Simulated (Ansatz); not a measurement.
# SiCl+ (triplet): wave-function methods side by side, cc-pVDZ

One table from this session's results is given with a row withheld; the runs are named, their logs left out.

The runs use Ansatz 0.2.0, Gaussian basis; cc-pVDZ, core rule «outside noble gas», up to 10 orbitals frozen.

The runs, in order: UHF; CCSD(T) on ROHF; CCSD(T) on UHF; BCCD(T) on ROHF; CISD as a restricted active space (open shells left free, so some higher excitations enter); CCSDT(Q) on ROHF; CCSDT(Q) on UHF; CASSCF and MRCISD+Q, 10 electrons in 8 orbitals; CASSCF and NEVPT2, 10 electrons in 8 orbitals.

9 further runs of the same task are left out: 3 that didn't finish, 6 set aside as unsound or not needed. Runs told in other sessions of the task aren't counted.

## The system

The geometry is a PBE0/def2-TZVP stationary point (not a proven minimum) of the parent state, kept for this charge and spin.

2 atoms, charge 1, spin multiplicity 3.

Atoms are counted from 1 here; the program's logs count them from 0.

Bond lengths: Si1–Cl2 2.067 Å.

Coordinates:

```
Si    0.00000    0.00000    0.00000
Cl    0.00000    0.00000    2.06710
```

The first run:

File in.yaml:

```yaml
crystal:
  periodic: [false, false, false]
  atoms:
    - {symbol: Si, position_ang: [0.000000, 0.000000, 0.000000]}
    - {symbol: Cl, position_ang: [0.000000, 0.000000, 2.067100]}
basis:
  gaussian: {orbitals: cc-pVDZ}
total_charge: 1
magnetization: {spin_polarized: true, initial_magnetization: 2}
hamiltonian: {xc: hf}
output: {orbitals: {seedname: orbitals}}
```

Launch:

```bash
$ ansatz run in.yaml --threads 1 --pin off --events-out ev --progress --plain --max-ram 2393MiB
```

Steps of the session up to this table: UHF; CCSD(T) on ROHF; CCSD(T) on UHF; BCCD(T) on ROHF; CISD as a restricted active space (open shells left free, so some higher excitations enter); CCSDT(Q) on ROHF; CCSDT(Q) on UHF; CASSCF and MRCISD+Q, 10 electrons in 8 orbitals; CASSCF and NEVPT2, 10 electrons in 8 orbitals.

One table of the session follows, with a row left open; its other results are not shown here.

It belongs to the step «Misses and costs». 

| method | from UCCSDT(Q) (meV) |
| --- | --- |
| ROHF | +5548.5 |
| UHF | +5452.5 |
| RMP2 | +835.8 |
| UMP2 | +826.5 |
| CISD | +541.1 |
| RCCSD | +228.5 |
| UCCSD | +221.6 |
| RCCSD(T) | ? |
| UCCSD(T) | +46.1 |
| BCCD(T) | +49.4 |
| RCCSDT | +17.7 |
| UCCSDT | +16.9 |
| RCCSDT(Q) | +4.5 |
| UCCSDT(Q) | 0 |
| CASSCF valence | +4416.0 |
| NEVPT2 valence | +1011.6 |
| MRCISD valence | +344.3 |
| MRCISD+Q valence | +58.3 |

**Question.** Estimate the row for RCCSD(T).

As computed: from UCCSDT(Q) (meV): +45.4. In the column «from UCCSDT(Q) (meV)» it lies between RCCSDT (+17.7) and UCCSD(T) (+46.1).

To keep in mind: Restricted and unrestricted rows rest on different reference determinants; a gap between their highest levels can come from leftover correlation error, from unlike frozen cores or from another state.
